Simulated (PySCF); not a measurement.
# How methods differ on the ionisation energy of Ar

Ar [Ar] (1S) → Ar⁺ [Ne] 3s2 3p5 (2P), as a difference of total energies. Computed with PySCF 2.14 in aug-cc-pCVTZ-DK (8s7p5d3f, 75 functions), with scalar relativity by spin-free X2C-1e. Correlated levels: nothing frozen. The calculations carry no spin-orbit coupling.

| method | ionisation energy (eV) |
| --- | --- |
| UHF | 14.539 |
| MP2 (all electrons) | 15.751 |
| SCS-MP2 (all electrons) | 15.643 |
| CCSD (all electrons) | 15.548 |
| CCSD(T) (all electrons) | 15.607 |

Errors of the correlated levels include the incompleteness of this basis.

Problem. Which method comes closest to the reference value, and which is furthest?

Solution. The reference is 15.819 eV (measured; NIST levels, between the centres of gravity of the two terms). Closest: MP2 (all electrons) (error -0.068 eV); furthest: UHF (error -1.280 eV).
